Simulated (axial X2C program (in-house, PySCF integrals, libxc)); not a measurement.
**A two-component session on FO⁻: properties at the nuclei**

Aim: properties at the nuclei of FO⁻, with spin–orbit coupling in the Hamiltonian from the start.

The runs use an in-house X2C program for linear molecules on PySCF integrals; two-component X2C with atomic mean-field terms, F dyall-av3z, O dyall-av3z.

All values are calculated.

## Step 1: Input

task.json reads:

```json
{"zs": [9, 8], "q": -1, "bas": ["dyall-av3z", "dyall-av3z"], "r0": 1.27, "levels": ["PBE0", "HF", "PBE", "B3LYP", "PBE50"], "nst": 3}
```

Keys: zs atomic numbers; q charge; bas basis sets; r0 starting distance in Å; levels methods (HF also brings MP2); nst determinants followed.

The run is started by

```
python soeom.py task.json out
```

Nuclei are Gaussian, cores are contracted, and the Gaunt term is on.

## Step 2: Expectation values, lowest determinant

R = 1.487 Å. State: Ω = 0 (closed shell).

Output of the PBE0 run:

```text
two-component X2C + atomic mean field  PBE0
basis functions 108  fitting functions 557  grid points 4351
iter        total energy     max residual
   1       -174.993496496     9.38e-06
   2       -174.993496498     1.08e-05
   3       -174.993496499     8.27e-06
converged
one-electron -299.98460671  Coulomb 118.37427790  exact exchange -4.58654605  xc functional -14.40799902  nuclear repulsion 25.62256838  atomic mean-field constant -0.01119100
```

The highest occupied spinor is 80% O p, 13% F p, 4% F d.

```csv
level,qzz F (a.u.),qzz O (a.u.)
PBE0,3.87,4.84
HF,3.47,5.49
PBE,3.94,4.61
B3LYP,3.89,4.91
PBE50,3.77,5.06
```

Eeff is the effective electric field on the electron dipole moment in this Ω state and Ws the scalar–pseudoscalar constant (defined with the proton number Z and per Ω); A∥ is the parallel hyperfine constant, which follows by multiplying with the nuclear g factor gI = μI/(I μN); qzz is the electric field gradient, eQq0 = 234.96 MHz × Q/barn × qzz. The operators were transformed with the bare-nucleus X2C matrices.

## Step 3: Expectation values, a higher determinant

R = 1.487 Å. State: Ω = 2 (excess of +ω over −ω: ω = 1/2, ω = 3/2), 2.20 eV above the lowest in the PBE0 search for states (made at or near this distance, with looser thresholds).

Output of the PBE0 run:

```text
two-component X2C + atomic mean field  PBE0
basis functions 108  fitting functions 557  grid points 4351
iter        total energy     max residual
   1       -174.912622927     9.31e-05
   2       -174.912622988     2.07e-05
   3       -174.912622993     1.26e-05
   4       -174.912622994     9.18e-06
converged
one-electron -299.64098380  Coulomb 118.11583941  exact exchange -4.59120583  xc functional -14.40765015  nuclear repulsion 25.62256838  atomic mean-field constant -0.01119100
```

The highest occupied spinor is 50% O p, 33% F p, 5% O d.

```csv
level,Eeff magnitude (GV/cm),Ws magnitude F (kHz),A∥/gI F (MHz),qzz F (a.u.),A∥/gI O (MHz),qzz O (a.u.)
PBE0,0.0247,0.0167,240,1.76,308,0.87
HF,0.0225,0.0199,266,1.28,386,0.41
PBE,0.0227,0.0141,228,1.91,267,1.20
B3LYP,0.0243,0.0163,242,1.78,307,0.92
PBE50,0.0259,0.0186,251,1.56,339,0.57
```

## Step 4: Summary of results

| quantity | value |
| --- | --- |
| lowest determinant | Ω = 0 (closed shell) |
| qzz F (a.u.), PBE0 | 3.87 |
| qzz O (a.u.), PBE0 | 4.84 |
| higher determinant | Ω = 2 (excess of +ω over −ω: ω = 1/2, ω = 3/2) |
| Eeff magnitude (GV/cm), PBE0, higher determinant | 0.0247 |
| Ws magnitude F (kHz), PBE0, higher determinant | 0.0167 |
| A∥/gI F (MHz), PBE0, higher determinant | 240 |
| qzz F (a.u.), PBE0, higher determinant | 1.76 |

**Reading.** The expectation values come from single determinants, which for open shells can mix terms of unlike spin or miss the lowest Ω, so a determinant need not be a state. Eeff is the effective electric field on the electron dipole moment in this Ω state and Ws the scalar–pseudoscalar constant (defined with the proton number Z and per Ω); A∥ is the parallel hyperfine constant, which follows by multiplying with the nuclear g factor gI = μI/(I μN); qzz is the electric field gradient, eQq0 = 234.96 MHz × Q/barn × qzz. The operators were transformed with the bare-nucleus X2C matrices.
